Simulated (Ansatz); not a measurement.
C₃H₅, relaxed as a doublet with UKS PBE0-D4/def2-TZVP in Ansatz, starting from the GFN2-xTB geometry. Force threshold 0.02 eV/Å.

The structure comes from a short search, and lower isomers may exist.

Start:

```xyz
8

C    -0.196   -0.106    0.420
C    -0.208    1.207    0.022
C     0.339   -1.134   -0.313
H    -0.639    1.977    0.635
H     0.779   -0.957   -1.279
H    -0.638   -0.348    1.380
H     0.336   -2.145    0.051
H     0.227    1.506   -0.916
```

| step | energy (eV) | largest force component (eV/Å) | SCF passes |
| --- | --- | --- | --- |
| 1 | -3187.9471 | 0.262 | 16 |
| 2 | -3187.9540 | 0.061 | 21 |
| 3 | -3187.9545 | 0.009 | 22 |

Force components are those of the run's own axes.

End:

```csv
atom,x (Å),y (Å),z (Å)
C1,-0.193,-0.105,0.420
C2,-0.208,1.214,0.024
C3,0.342,-1.141,-0.314
H4,-0.643,1.986,0.645
H5,0.796,-0.961,-1.282
H6,-0.636,-0.347,1.384
H7,0.324,-2.160,0.050
H8,0.218,1.514,-0.927
```

By distances, no bond broke or formed. The bond that changes most is C3–H5, from 1.08 to 1.08 Å (atoms count from 1).

No frequencies were taken in this run, so the end may be a saddle point.

It took 8 s on 2 threads of Arm Neoverse N1 on a shared host.
